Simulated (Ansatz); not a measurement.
A structure relaxed at PBE0-D4/def2-TZVP, charge 0, multiplicity 1:

```tsv
atom	x (Å)	y (Å)	z (Å)
C1	-0.7752	0.5879	-0.0244
C2	0.3753	-0.2589	0.4392
C3	1.1658	-0.9091	-0.3747
O4	1.8660	-1.4851	-1.0988
H5	-1.7221	0.2202	0.3796
H6	-0.6539	1.6258	0.2967
H7	-0.8556	0.5849	-1.1119
H8	0.5996	-0.3659	1.4942
```

Problem. Give its formula and SMILES.

Solution. C3H4O, `CC=C=O`.

Problem. Point group (tolerance 0.08 Å, 0.16 Å for H)?

Solution. Cs.

Problem. Summarise the bond lengths by kind.

Solution. 2 × C–C 1.308 to 1.502 Å; 4 × C–H 1.084 to 1.093 Å; 1 × C–O 1.160 Å.

Results of the Gaussian-basis code of Ansatz.
